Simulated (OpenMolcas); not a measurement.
# C3H4O (methylketene): CCSD(T)/pcseg-1

What is the vertical electron affinity of C3H4O (methylketene) at CCSD(T)/pcseg-1? 

The calculation is run with OpenMolcas 26.06.

9 further runs of the same task are left out: 9 set aside as unsound or not needed.

## 1. Starting point

C3H4O has 8 atoms, charge 0, and is taken as a singlet. SMILES: `CC=C=O`. The shape is that of a PBE0-D4/def2-TZVP optimisation.

Bond lengths: C1–C2 1.502 Å, C2–C3 1.308 Å, C3–O4 1.160 Å, C1–H5 1.093 Å, C1–H6 1.093 Å, C1–H7 1.090 Å, C2–H8 1.084 Å. Angles: C1–C2–C3 123.5°, C2–C3–O4 179.9°, C1–C2–H8 121.0°, C3–C2–H8 115.6°, C2–C1–H5 111.1°, C2–C1–H6 111.1°, C2–C1–H7 111.3°, H5–C1–H6 107.9°, H5–C1–H7 107.7°, H6–C1–H7 107.7°.

## 2. The energy at CCSD(T)/pcseg-1

struct.xyz reads:

```xyz
8

C     -0.527260     0.797080    -0.183660
C     -0.086970    -0.563690     0.274760
C      1.122630    -1.027770     0.097370
O      2.196540    -1.437400    -0.061070
H     -1.351730     0.723880    -0.897750
H     -0.866500     1.405090     0.659100
H      0.287360     1.332930    -0.671970
H     -0.774070    -1.230150     0.783200
```

job.input reads:

```
* C3H4O CCSD(T)

&GATEWAY
  BasLib = $CurrDir
  Coord = struct.xyz
  Basis = pcseg-1
  Group = NoSym

&SEWARD

&SCF
  PrOrbitals = 1 1

&RASSCF
  FileOrb = $Project.ScfOrb
  Spin = 1
  Nactel = 0 0 0
  Inactive = 15
  Ras2 = 0
  OutOrbitals = Canonical
  OrbListing = Nothing

&MOTRA
  JobIph
  Frozen = 0

&CCSDT
  CCT
  Triples = 2
  Iterations = 50
  Extrapolation = 5 4
```

The basis set pcseg-1 is read from a file made from the Basis Set Exchange's data (not shown).

On the command line:

```sh
export MOLCAS_MEM=1860
pymolcas job.input > job.log
```

The log of the run:

```text
--- Start Module: gateway ---
[...]
--- Stop Module: gateway /rc=_RC_ALL_IS_WELL_ ---
[...]
      Basis functions           76
[...]
       Convergence after  12 Iterations
[...]
::    Total SCF energy                               -190.7081875073
[...]
      Total spin, S                                     0.0000000000
[...]
      Number of active orbitals                  0
[...]
      Spin quantum number                      0.0
[...]
      Active orbitals                            0
[...]
      Number of CSFs                             1
[...]
      Number of root(s) required                 1
[...]
      Convergence after  4 iterations
[...]
      Natural orbitals and occupation numbers for root  1
      ************************************************************************************************************************
      *                                                    Final results                                                     *
      ************************************************************************************************************************
[...]
::    RASSCF root number  1 Total energy:   -190.70818751
[...]
      Total electronic charge=   30.000000
      Total            charge=   -0.000000
[...]
      Dipole Moment (debye):
      Origin of the operator (angstrom)=    0.6873   -0.5404    0.0206
                   X= -1.9632E+00               Y=  9.8775E-01               Z=  1.8448E-01           Total=  2.2054E+00
      Quadrupole Moment (debye*angstrom):
[...]
--- Start Module: motra ---
[...]
      *** WARNING: Default frozen orbitals is overwritten by user input.
      *** Default values:   4
[...]
--- Stop Module: motra /rc=_RC_ALL_IS_WELL_ ---
--- Start Module: ccsdt ---
[...]
      Convergence after                    15  Iterations
      Total energy (diff) :    -191.32306750      -0.00000006
[...]
 METHOD                       : CCSD+T(CCSD)+<T3(1)WT1> = CCSD(T)
[...]
       CCSD     =      -191.3230675049996
[...]
--- Stop Module: ccsdt /rc=_RC_ALL_IS_WELL_ ---
[...]
```

Run time: 61 s. Hardware: 1 thread of Arm Neoverse V2, shared host; peak memory 0.43 GiB.

## 3. The doublet anion, same level

struct.xyz is that of step 2.

job.inp reads:

```
&GATEWAY
BASLIB
$CurrDir
COORD
struct.xyz
BASIS
pcseg-1
GROUP
NoSym
&SEWARD
&SCF
UHF
CHARGE
-1
SPIN
2
PRORBITALS
1 1
&RASSCF
FILEORB
$Project.UnaOrb
SPIN
2
NACTEL
1 0 0
INACTIVE
15
RAS2
1
OUTORBITALS
Canonical
ORBLISTING
Nothing
&MOTRA
JOBIPH
FROZEN
0
&CCSDT
CCT
TRIPLES
3
ITERATIONS
50
EXTRAPOLATION
5 4
```

The basis set pcseg-1 is read from a file made from the Basis Set Exchange's data (not shown).

On the command line:

```sh
export MOLCAS_MEM=1860
pymolcas job.inp > job.log
```

The log of the run:

```text
--- Start Module: gateway ---
[...]
--- Stop Module: gateway /rc=_RC_ALL_IS_WELL_ ---
[...]
      Basis functions           76
[...]
       Convergence after  21 Iterations
[...]
::    Total SCF energy                               -190.6301763021
[...]
      Total spin, S                                     0.5105773776
[...]
      Number of active orbitals                  1
[...]
      Spin quantum number                      0.5
[...]
      Active orbitals                            1
[...]
      Number of CSFs                             1
[...]
      Number of root(s) required                 1
[...]
      Convergence after 10 iterations
[...]
      printout of CI-coefficients larger than  0.05 for root  1
      energy=    -190.624565
      conf/sym  1     Coeff  Weight
             1  u   1.00000 1.00000
      Natural orbitals and occupation numbers for root  1
      sym 1:   1.000000
      ************************************************************************************************************************
      *                                                    Final results                                                     *
[...]
::    RASSCF root number  1 Total energy:   -190.62456505
[...]
      Total electronic charge=   31.000000
      Total            charge=   -1.000000
[...]
      Dipole Moment (debye):
      Origin of the operator (angstrom)=    0.6873   -0.5404    0.0206
                   X= -1.3973E+00               Y=  1.5816E+00               Z= -2.5431E-01           Total=  2.1257E+00
      Center of Charge (angstrom)
[...]
--- Start Module: motra ---
[...]
      *** WARNING: Default frozen orbitals is overwritten by user input.
      *** Default values:   4
[...]
--- Stop Module: motra /rc=_RC_ALL_IS_WELL_ ---
--- Start Module: ccsdt ---
[...]
      Convergence after                    23  Iterations
      Total energy (diff) :    -191.24810762       0.00000007
[...]
 METHOD                       : CCSD+T(CCSD)+<T3(1)WT1>+<T3(1)UT2> = CCSD(T)
[...]
       CCSD     =      -191.2481076220893
[...]
--- Stop Module: ccsdt /rc=_RC_ALL_IS_WELL_ ---
[...]
```

Run time: 85 s. Hardware: 1 thread of Arm Neoverse V2, shared host; peak memory 0.43 GiB.

## 4. Summary of results

At CCSD(T)/pcseg-1:

| quantity | value |
| --- | --- |
| singlet C3H4O: total energy | -191.34469 Eh |
| singlet C3H4O: dipole moment (mean-field density) | 2.21 D |
| singlet C3H4O: HOMO energy (Hartree–Fock orbitals) | -9.47 eV |
| singlet C3H4O: LUMO energy (Hartree–Fock orbitals) | 3.25 eV |
| singlet C3H4O: HOMO–LUMO gap (Hartree–Fock orbitals) | 12.73 eV |
| singlet C3H4O: correlation energy | -636.5 mEh |
| singlet C3H4O: (T) correction | -21.62 mEh |
| doublet anion: total energy | -191.26865 Eh |
| doublet anion: (T) correction | -20.54 mEh |
| vertical electron affinity (to the doublet anion) | -2.069 eV |

In words: The anion lies 2.07 eV (200 kJ/mol) above the neutral: the electron isn't bound at this level, and such a value depends on the basis. Without diffuse functions anions come out too high. Mulliken charges (singlet C3H4O) of the mean-field density run from -0.49 on C2 to +0.48 on C3. The triples (singlet C3H4O) make up 3.4 % of the correlation energy.
